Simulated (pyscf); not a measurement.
**Four-centre exchange: Al–Cl [singlet] + hydrogen chloride (HCl) → Al–Cl [singlet] + hydrogen chloride (HCl)**

Gas phase, singlet surface, charge 0. Bonds broken: Al1–Cl2, Cl3–H4. Bonds formed: Al1–Cl3, Cl2–H4. Single points on ωB97X-D3(BJ)/def2-SVP structures (PySCF, gas phase). MP2 and CC: frozen core, UHF for open shells. ΔMP2 is the change of the MP2 total energy from the triple- to the quadruple-zeta basis.

Transition state (Å):

```xyz
4

Al     0.5616    -1.2647     0.3596
Cl    -0.6264     0.7601     1.0987
Cl    -1.8017    -1.6866    -0.1813
H     -1.5702    -0.3025     0.4792
```

One imaginary mode, 554i cm⁻¹; descent along it reached the two sides named, in the forms told below.

```json
[
 {"bond": "Al1–Cl2", "change": "breaks", "reactant side (Å)": "2.186", "saddle": "2.461", "product side": "3.1"},
 {"bond": "Cl3–H4", "change": "breaks", "reactant side (Å)": "1.292", "saddle": "1.551", "product side": "2.456"},
 {"bond": "Al1–Cl3", "change": "forms", "reactant side (Å)": "3.1", "saddle": "2.461", "product side": "2.185"},
 {"bond": "Cl2–H4", "change": "forms", "reactant side (Å)": "2.454", "saddle": "1.550", "product side": "1.292"}
]
```

Electronic energies relative to the separated reactants (kJ/mol):

```tsv
level	barrier	reaction energy	reverse barrier
ωB97X-D3(BJ)/def2-TZVP	19.6	0.0	19.6
PBE/def2-TZVP	-3.0	0.0	-3.0
r²SCAN/def2-TZVP	5.5	0.0	5.5
B3LYP-D3(BJ)/def2-TZVP	16.3	0.0	16.3
PBE0-D3(BJ)/def2-TZVP	6.1	0.0	6.1
M06-2X/def2-TZVP	20.4	0.0	20.4
ωB97M-D3(BJ)/def2-TZVP	25.0	0.0	25.0
HF/def2-TZVP	92.6	0.0	92.6
MP2/def2-QZVPP	22.1	0.0	22.1
CCSD/def2-TZVPP	48.2	0.0	48.2
CCSD(T)/def2-TZVPP	36.3	0.0	36.3
CCSD(T)/def2-TZVPP + ΔMP2(QZVPP)	33.6	0.0	33.6
```

With CCSD(T)/def2-TZVPP + ΔMP2(QZVPP) energies and thermal terms (ideal gas, 1 atm, RRHO with modes under 100 cm⁻¹ raised to 100, one conformer, R ln 2 for chiral ones without a mode under 150 cm⁻¹), in kJ/mol:

```csv
T (K),ΔH‡,ΔG‡,ΔH,ΔG
298,25.5,64.1,0.0,0.0
600,24.9,103.7,0.0,0.0
900,25.8,142.9,0.0,0.0
1200,26.8,181.7,0.0,0.0
```

On the reactant side the descent ends in a complex, 21.0 kJ/mol under the separated species and 40.6 kJ/mol under the saddle at ωB97X-D3(BJ)/def2-TZVP. On the product side the descent ends in a complex, 21.0 kJ/mol under the separated species and 40.6 kJ/mol under the saddle at ωB97X-D3(BJ)/def2-TZVP. At PBE the saddle lies under the separated reactants, which points to a path from their complex (located at ωB97X-D3(BJ) alone). At PBE the saddle lies under the separated products, which points to a path from their complex (located at ωB97X-D3(BJ) alone). This is the saddle that the search found; another between the same sides may lie lower. The CCSD(T) − MP2 part came from Ansatz, without density fitting, on the same reference.
